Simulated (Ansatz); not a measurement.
Species, as SMILES: [Cl][Al][Cl], doublet.
Atoms: Al1, Cl2, Cl3. Bonds: Al1-Cl2, Al1-Cl3.

How fast the optimised Al1-Cl2 bond length converges with the basis for several methods (Ansatz, a program for electronic structure): deviation from each method's own reference, in Å. References: B3LYP 2.1118 Å, the value in pcseg-3; HF 2.0974 Å, the value in pcseg-3; MP2 2.0969 Å, the value in def2-QZVPP; PBE 2.1165 Å, the value in pcseg-3. Cartesian d functions, on some or all atoms, in 6-311G**; all else is spherical. In correlated methods cores are frozen. Open shells are unrestricted. No added dispersion term, no relativity. The reference of a correlated method is not its basis-set limit, which lies further on.

```csv
basis,functions,B3LYP,HF,MP2,PBE
6-311G**,81,0.0102,0.0059,___,0.0098
aug-cc-pV(D+d)Z,96,0.0197,0.0207,___,0.0204
def2-TZVP,111,0.0039,0.0028,___,0.0040
cc-pV(T+d)Z,117,0.0039,0.0037,___,0.0039
"6-311++G(3df,3pd)",141,0.0005,-0.0007,___,0.0004
def2-TZVPPD,150,0.0037,0.0030,___,0.0038
cc-pV(Q+d)Z,192,-0.0002,0.0000,___,-0.0003
def2-QZVPP,210,0.0009,-0.0001,___,0.0008
```

Task: Complete the blanks.

Result: 
- 6-311G**, MP2: -0.0024
- aug-cc-pV(D+d)Z, MP2: 0.0327
- def2-TZVP, MP2: 0.0064
- cc-pV(T+d)Z, MP2: 0.0065
- 6-311++G(3df,3pd), MP2: 0.0019
- def2-TZVPPD, MP2: 0.0067
- cc-pV(Q+d)Z, MP2: 0.0002
- def2-QZVPP, MP2: 0.0000

Mean absolute deviation over 6-311G**, def2-TZVP, cc-pV(T+d)Z, 6-311++G(3df,3pd), def2-TZVPPD: HF 0.0032, PBE 0.0044, B3LYP 0.0044, MP2 0.0048 Å.
